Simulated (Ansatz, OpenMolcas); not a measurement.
C2H3Cl (SMILES C=CCl): the vertical energy of the triplet above the singlet from total energies

C2H3Cl: 6 atoms, total charge 0, spin state singlet. SMILES: `C=CCl`. Geometry: relaxed at PBE0-D4/def2-TZVP.

Both states at this one shape; open shells run unrestricted unless said. 1 Eh = 27.2114 eV.

```tsv
level	program	singlet C2H3Cl (Eh)	triplet C2H3Cl (Eh)
PBE/def2-SVPD	OpenMolcas	-537.700664	-537.543848
PBE0/def2-TZVPD	Ansatz	-537.982735	-537.831786
```

Task: Work out the vertical gap, second state less first, at each level.

Result: 
1. PBE/def2-SVPD: -537.543848 − (-537.700664) = 0.156816 Eh = 4.27 eV.
2. PBE0/def2-TZVPD: -537.831786 − (-537.982735) = 0.150949 Eh = 4.11 eV.

No measured value is set beside it here; the levels span 4.11 to 4.27 eV.
